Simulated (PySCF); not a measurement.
# Unknown: peak-picked proton spectrum

Formula C₄H₆O. The spectrum was simulated from the full spin Hamiltonian at 500 MHz with 1.0 Hz Lorentzian lines, from shifts rounded to 0.01 ppm and J to 0.1 Hz, couplings under 1 Hz left out.

Maxima in Hz from TMS (height), grouped by integral:
1H: 4388.9 (100), 4381.2 (100)
1H: 798.3 (6), 793.2 (11), 790.6 (8), 789.2 (15), 788.4 (10), 785.4 (14), 784.1 (21), 781.5 (23), 779.0 (13), 776.4 (21), 774.8 (22), 771.2 (12), 769.8 (9), 767.2 (14), 762.1 (7)
4H: 483.4 (9), 482.1 (11), 480.4 (14), 476.5 (29), 475.6 (36), 474.2 (50), 473.7 (52), 472.8 (50), 470.1 (26), 468.8 (26), 466.5 (53), 465.4 (39), 464.2 (43), 463.6 (40), 461.0 (28), 459.8 (42), 455.5 (20), 453.1 (24), 452.1 (26), 449.2 (45), 448.1 (81), 446.6 (59), 445.7 (40), 444.3 (44), 443.5 (45), 442.5 (42), 441.5 (46), 440.7 (34), 438.9 (12), 434.9 (15), 433.5 (8)

Single conformer, no relativistic terms, gas phase, one averaged value for each set of equivalent atoms. Spin–spin couplings from B3LYP/pcJ-2 (without the spin–dipole term); coordinates at the PBE0-D3(BJ)/def2-TZVP level; NMR shieldings at B97-2/pcSseg-2/GIAO; PySCF 2.14.0 with density-fitted response routines.

Scale: ¹H against TMS (reference shieldings calculated alike).

Question: Analyse the multiplets.

Answer: ¹H NMR (500 MHz, computed): δ 8.77 (d, J = 7.7 Hz, 1H), 1.56 (m, 1H), 0.94 (m, 2H), 0.89 (m, 2H). These are first-order names from the parameters used; overlap and second-order distortion can hide them in the list.

Question: What is the compound?

Answer: SMILES C1C(C=O)C1.

Atoms are numbered as in `[O:1]=[CH:2][CH:3]1[CH2:4][CH2:5]1`. Hydrogens are named by the atom that carries them. Ha(C4), Ha(C5) are cis to C2 on the ring; Hb(C4), Hb(C5) are trans to C2 on the ring.

- δ 8.77: H(C2), hydrogen on an aldehyde carbonyl carbon, coupled to H(C3) (7.7 Hz).
- δ 1.56: H(C3), hydrogen on a three-membered-ring carbon, coupled to Hb(C4)/Hb(C5) (9.3 Hz), H(C2) (7.7 Hz), Ha(C4)/Ha(C5) (5.0 Hz).
- δ 0.94: Hb(C4)/Hb(C5), hydrogen on a three-membered-ring carbon, coupled to H(C3) (9.3 Hz), Ha(C4)/Ha(C5) (7.6 Hz), Ha(C4)/Ha(C5) (5.6 Hz).
- δ 0.89: Ha(C4)/Ha(C5), hydrogen on a three-membered-ring carbon, coupled to Hb(C4)/Hb(C5) (7.6 Hz), Hb(C4)/Hb(C5) and H(C3) (5.3 Hz).

The shifts were computed for this structure.

Multiplet labels drop couplings under 1 Hz and merge nearly equal ones. Couplings among chemically equivalent protons are left out too, so labels in AA′BB′ or AA′XX′ sets are apparent multiplicities. Couplings across =CH–CH2 type bonds come from one rotamer and its mirror image, and can be 1–2 Hz further off. Only one conformer was computed, so three-bond couplings in flexible chains and rings are approximate.
